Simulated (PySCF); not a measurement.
# [SiH3]+ (SMILES [SiH3+]): PBE0/3-21G

Aim: the vertical ionisation energy of [SiH3]+ at PBE0/3-21G, from 2 runs. 

The results are computed with PySCF 2.14.0.

### 1 The system as given

[SiH3]+: 4 atoms, total charge +1, spin state singlet. As SMILES, `[SiH3+]`. The coordinates come from a PBE0-D4/def2-TZVP relaxation.

Bond lengths: Si1–H2 1.472 Å, Si1–H3 1.472 Å, Si1–H4 1.472 Å. Angles: H2–Si1–H3 120.0°, H2–Si1–H4 120.0°, H3–Si1–H4 120.0°.

### 2 A single-point energy at PBE0/3-21G

mol.xyz reads:

```xyz
4

Si     0.000000     0.000000     0.000000
H      0.686900     0.675400     1.113000
H     -0.118400    -1.467200    -0.009900
H     -0.568500     0.791700    -1.103100
```

input.py reads:

```python
# [SiH3+]
from pyscf import gto, dft

mol = gto.M(
    atom='mol.xyz',
    basis='3-21g',
    spin=0,
    verbose=3,
    max_memory=1860,
    charge=1,
)

myscf = dft.RKS(mol)
myscf.xc = 'pbe0'
myscf.grids.level = 4
myscf.conv_tol = 1e-10
myscf.kernel()
if not myscf.converged:
    myscf = myscf.newton().run(myscf.mo_coeff, myscf.mo_occ)

e_final = myscf.e_tot
print('E(%s) = %.9f' % ('PBE0', e_final))
```

Command:

```sh
$ OMP_NUM_THREADS=1 python input.py
```

The program printed:

```text
converged SCF energy = -289.247607096142
E(PBE0) = -289.247607096
```

Wall time 2.6 s (1 thread of Intel Xeon Platinum 8175M at 2.50GHz (Skylake/Cascade Lake), shared host); peak memory 0.17 GiB.

### 3 Doublet [SiH3]2+ at the same level

input.py reads:

```python
from pyscf import gto, dft

system = gto.M(
    atom='Si -0.000000 -0.000000 0.000000; H 0.686900 0.675400 1.113000; H -0.118400 -1.467200 -0.009900; H -0.568500 0.791700 -1.103100',
    max_memory=1860,
    spin=1,
    basis='3-21g',
    verbose=4,
    charge=2,
)

ks = dft.UKS(system)
ks.xc = 'pbe0'
ks.grids.level = 4
ks.conv_tol = 1e-10
ks.kernel()
if not ks.converged:
    ks = ks.newton().run(ks.mo_coeff, ks.mo_occ)

energy = ks.e_tot
print('E = %.10f Eh' % energy)
```

Command:

```sh
$ OMP_NUM_THREADS=1 python input.py
```

The program printed:

```text
PySCF version 2.14.0

[INPUT] num. atoms = 4
[INPUT] num. electrons = 15
[INPUT] charge = 2
[INPUT] spin (= nelec alpha-beta = 2S) = 1
[INPUT] symmetry False subgroup None
[INPUT] Mole.unit = angstrom
[INPUT] Symbol           X                Y                Z      unit          X                Y                Z       unit  Magmom
[INPUT]  1 Si     0.000000000000   0.000000000000   0.000000000000 AA    0.000000000000   0.000000000000   0.000000000000 Bohr   0.0
[INPUT]  2 H      0.686900000000   0.675400000000   1.113000000000 AA    1.298052874964   1.276321024531   2.103265176641 Bohr   0.0
[INPUT]  3 H     -0.118400000000  -1.467200000000  -0.009900000000 AA   -0.223743573149  -2.772606169962  -0.018708288633 Bohr   0.0
[INPUT]  4 H     -0.568500000000   0.791700000000  -1.103100000000 AA   -1.074309301815   1.496096172818  -2.084556888008 Bohr   0.0

nuclear repulsion = 15.7214500944607
number of shells = 13
number of NR pGTOs = 36
number of NR cGTOs = 19
basis = 3-21g
ecp = {}

[... 32 lines left out ...]
WARN: beta  nocc = 7  HOMO -0.382468728200803 >= LUMO -0.38246062178755
[... 54 lines left out ...]
converged SCF energy = -288.481494664951  <S^2> = 0.75717406  2S+1 = 2.0071612
E = -288.4814946650 Eh
```

It took 5.1 s on 1 thread of Intel Xeon Platinum 8175M at 2.50GHz (Skylake/Cascade Lake), shared host; peak memory 0.18 GiB.

### 4 Summary of results

Level: PBE0/3-21G.

| quantity | value |
| --- | --- |
| singlet [SiH3]+: total energy | -289.24761 Eh |
| singlet [SiH3]+: HOMO energy | -17.87 eV |
| singlet [SiH3]+: LUMO energy | -10.47 eV |
| singlet [SiH3]+: HOMO–LUMO gap | 7.40 eV |
| doublet [SiH3]2+: total energy | -288.48149 Eh |
| doublet [SiH3]2+: HOMO energy (highest over α and β) | -25.70 eV |
| doublet [SiH3]2+: LUMO energy (lowest over α and β) | -23.66 eV |
| doublet [SiH3]2+: ⟨S²⟩ | 0.757 |
| vertical ionisation energy (to the doublet dication) | 20.847 eV |

In words: Removing an electron at fixed nuclei costs 20.85 eV (481 kcal/mol). The negative HOMO energy of the first species, 17.87 eV, lies 2.97 eV below that difference.
